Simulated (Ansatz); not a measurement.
```yaml
crystal:
  periodic: [false, false, false]
  atoms:
    - {symbol: C, position_ang: [-0.902058, -0.443671, -0.436055]}
    - {symbol: Ge, position_ang: [-0.231858, -0.539462, 1.320123]}
    - {symbol: Ge, position_ang: [0.363653, 0.604901, -1.258488]}
    - {symbol: H, position_ang: [1.250827, 0.570797, 0.754169]}
basis:
  gaussian: {orbitals: def2-TZVP}
magnetization: {spin_polarized: true, initial_magnetization: 1}
hamiltonian: {xc: pbe0}
relax: {f_tol: 0.004, max_steps: 80}
```

```sh
$ ansatz run in.yaml --threads 1 --pin off --events-out ev --progress --plain --max-ram 2176MiB
```

Steps of the relaxation (energy above the last step; positions in Å, forces in eV/Å):

```
4
step 1, 275.6 meV
C    -0.902   -0.444   -0.436    0.344    0.110    0.365
Ge   -0.232   -0.539    1.320    0.586    0.534   -0.543
Ge    0.364    0.605   -1.258    0.191   -0.039    0.540
H     1.251    0.571    0.754   -1.120   -0.604   -0.363
```

```
4
step 2, 35.5 meV
C    -0.862   -0.426   -0.409   -0.182   -0.141    0.084
Ge   -0.171   -0.502    1.326    0.059    0.065   -0.091
Ge    0.418    0.622   -1.199    0.246    0.081    0.255
H     1.095    0.500    0.661   -0.123   -0.004   -0.249
```

```
4
step 3, 14.7 meV
C    -0.874   -0.434   -0.409   -0.110   -0.112    0.144
Ge   -0.161   -0.493    1.315   -0.184   -0.169    0.178
Ge    0.441    0.620   -1.144    0.225    0.185   -0.140
H     1.075    0.500    0.617    0.068    0.097   -0.182
```

```
4
step 6, 0.0 meV
C    -0.872   -0.437   -0.394    0.000    0.000    0.000
Ge   -0.189   -0.516    1.333    0.000    0.000    0.000
Ge    0.463    0.629   -1.126    0.001    0.000    0.000
H     1.078    0.517    0.567   -0.001    0.000    0.000
```

Close pairs at the end: Ge2–H4 1.805 Å, Ge3–H4 1.805 Å, C1–Ge3 1.859 Å, C1–Ge2 1.859 Å, Ge2–Ge3 2.790 Å.

A stationary point of unrestricted PBE0 after 6 steps, with ⟨S²⟩ = 0.767 against 0.75 for a pure state; no frequencies were run, so it isn't proven a minimum. 72 s on 1 thread of Arm Neoverse V2, shared host.
